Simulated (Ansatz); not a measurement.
## Gadolinium, hcp: convergence with Methfessel-Paxton smearing

Computed with Ansatz, LDA, scalar-relativistic PAW, on the relaxed cell (a = 3.484 Å, c = 5.587 Å (c/a = 1.603); ferromagnetic, net 7.42 μB per atom). Errors count from a run at 420 eV on a Γ-centred 14×14×8 mesh with Fermi-Dirac smearing of 0.05 eV, extrapolated to zero width. Fixed here: cutoff 420 eV, mesh 10×10×6.

```tsv
width (eV)	E(σ→0) error (meV/atom)	F error (meV/atom)	P (GPa)	sphere moment (μB)	SCF iterations
0.03	-0.9	-1.0	0.04	7.26	15
0.1	-1.1	-1.0	-0.03	7.24	15
0.2	-0.9	-0.4	-0.12	7.23	15
0.3	-4.0	4.3	-0.56	7.22	18
0.6	34.3	64.0	-0.89	7.16	25
1.0	97.3	128.1	-0.11	7.07	20
```

Task: What does the run at 0.01 give (width)?

Result: E(σ→0) error (meV/atom): -0.9; F error (meV/atom): -0.9; P (GPa): 0.05; sphere moment (μB): 7.26; SCF iterations: 17.
